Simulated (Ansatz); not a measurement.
# BC (doublet): the correlation ladder at distance B1–C2 = 2.790 Å, cc-pVDZ

Aim: climb from Hartree-Fock through coupled cluster and multireference methods for BC (doublet) at one geometry and basis, and see what each rung misses.

Program: Ansatz 0.2.0, Gaussian basis. Level of theory: cc-pVDZ, core rule «outside noble gas», up to 2 orbitals frozen. These are calculated values, not measurements.

The runs, in order: UHF; CCSD(T) on ROHF; CCSD(T) on UHF; BCCD(T) on ROHF; CISD; CCSDT(Q) on ROHF; CCSDT(Q) on UHF; CASSCF and MRCISD+Q, 3 electrons in 3 orbitals; CASSCF and NEVPT2, 3 electrons in 3 orbitals; CASSCF and MRCISD+Q, 7 electrons in 8 orbitals; CASSCF and NEVPT2, 7 electrons in 8 orbitals; Full CI.

29 further runs of the same task are left out: 3 for a known fault of the program, 19 that didn't finish, 7 set aside as unsound or not needed.

**1. The system**

The geometry derives from a PBE0/def2-TZVP stationary point (not a proven minimum). One bond is set to the value named and the two fragments are kept rigid.

2 atoms, charge 0, spin multiplicity 2.

Atoms are counted from 1 here; the program's logs count them from 0.

No contacts short enough for the rule that draws bonds.

**2. UHF**

in.yaml reads:

```yaml
crystal:
  periodic: [false, false, false]
  atoms:
    - {symbol: B, position_ang: [0.000000, 0.000000, 0.000000]}
    - {symbol: C, position_ang: [0.000000, 0.000000, 2.790000]}
basis:
  gaussian: {orbitals: cc-pVDZ}
magnetization: {spin_polarized: true, initial_magnetization: 1}
hamiltonian: {xc: hf}
output: {orbitals: {seedname: orbitals}}
```

Launch:

```bash
$ ansatz run in.yaml --threads 1 --pin off --events-out ev --progress --plain --max-ram 2393MiB
```

Further steps of the session: CCSD(T) on ROHF; CCSD(T) on UHF; BCCD(T) on ROHF; CISD; CCSDT(Q) on ROHF; CCSDT(Q) on UHF; CASSCF and MRCISD+Q, 3 electrons in 3 orbitals; CASSCF and NEVPT2, 3 electrons in 3 orbitals; CASSCF and MRCISD+Q, 7 electrons in 8 orbitals; CASSCF and NEVPT2, 7 electrons in 8 orbitals; Full CI.

**Question.** What will the summary of the whole plan be? Wanted: FCI below the RHF energy; RMP2 from FCI; RCCSD from FCI; RCCSD(T) from FCI; RCCSDT(Q) from FCI; NEVPT2 pair from FCI; NEVPT2 valence from FCI; MRCISD+Q valence from FCI; T1 diagnostic.

**Answer**, as computed:

```
                         quantity                                value
         FCI below the RHF energy                           -5.9256 eV
                    RMP2 from FCI                          +2059.9 meV
                   RCCSD from FCI                           +363.7 meV
                RCCSD(T) from FCI                            +86.0 meV
               RCCSDT(Q) from FCI                             +1.9 meV
             NEVPT2 pair from FCI                          +1264.8 meV
          NEVPT2 valence from FCI                           +663.2 meV
        MRCISD+Q valence from FCI                            +12.6 meV
levels within 1 kcal/mol (43 meV)  RCCSDT, RCCSDT(Q), MRCISD+Q valence
                    T1 diagnostic                                0.077
   effectively unpaired electrons                                 1.92
```

In words: RCCSD(T) misses by +86.0 meV, 1.5 % of the correlation energy. The occupations show strong static correlation (1.9 unpaired electrons where one determinant has 1). Coupled cluster on one determinant still stays close here. Of the multireference levels listed MRCISD+Q valence comes nearest in total energy (+12.6 meV), which doesn't show that its space is the better one. These misses are within one basis, not against nature.
